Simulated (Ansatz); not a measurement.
# Worked example: the enthalpy of formation of S2F2 (Difluorodisulfane)

S2F2: 4 atoms, total charge 0, spin state singlet. SMILES: `FSSF`. The shape is that of a PBE0-D4/def2-TZVP optimisation.

```xyz
4

F    -1.7837   -0.1999   -0.6216
S    -0.4677    0.7641   -0.6324
S     1.0450   -0.2764   -0.1847
F     1.2064   -0.2878    1.4387
```

Total energies at BCCD(T)/6-311+G**, 12 core orbitals frozen (Ansatz 0.2.0); the atoms run unrestricted:

```tsv
species	state	energy (Eh)
S2F2	singlet	-994.650999
F	doublet	-99.571586
S	triplet	-397.601117
```

Harmonic wavenumbers at PBE0-D4/def2-TZVP, in cm⁻¹: 188, 299, 328, 641, 705, 745.

Measured heats of formation of the gaseous atoms at 298.15 K, in kJ/mol: F 79.4, S 277.0. Spin-orbit lowering of the atoms at 298 K (mean of the ground term's levels less their thermal mean, from spectra), in kJ/mol: F 1.29, S 1.88. Take 1 Eh = 2625.50 kJ/mol, 1 cm⁻¹ = 0.0119627 kJ/mol, RT = 2.479 kJ/mol.

**Question.** Work out the heat of formation of the gas at 298 K.

**Answer.** 
1. Electronic atomisation energy: 2 × (-99.571586) + 2 × (-397.601117) − (-994.650999) = 0.305593 Eh = 802.3 kJ/mol.
2. Zero-point energy: half the sum of the wavenumbers, 1453 cm⁻¹ = 17.4 kJ/mol.
3. Thermal vibrational enthalpy, Σ hcν̃/(exp(hcν̃/kT) − 1): 4.5 kJ/mol. Translation, rotation and pV of a non-linear molecule: 4 RT = 9.9 kJ/mol.
4. The 4 free atoms carry 5/2 RT each: 24.8 kJ/mol.
5. Spin-orbit coupling lowers the free atoms by 2 × 1.29 + 2 × 1.88 = 6.3 kJ/mol.
6. Atomisation enthalpy at 298 K: 802.3 − 6.3 − 17.4 − 4.5 − 9.9 + 24.8 = 789.0 kJ/mol.
7. Sum of the atoms' heats of formation: 712.8 kJ/mol. Heat of formation: 712.8 − 789.0 = -76.2 kJ/mol.

The tabulated value is -336.4 kJ/mol (NIST-JANAF tables; in doubt: it may be an older value or an estimate), so this level is off by +260.2 kJ/mol, or 24.8 % of the atomisation enthalpy that the table implies (1049.1 kJ/mol). Coupled cluster needs large bases for atomisation: in a finite one the molecule is underbound. Anharmonicity and any spin-orbit splitting of the molecule are left out, and so is core correlation.
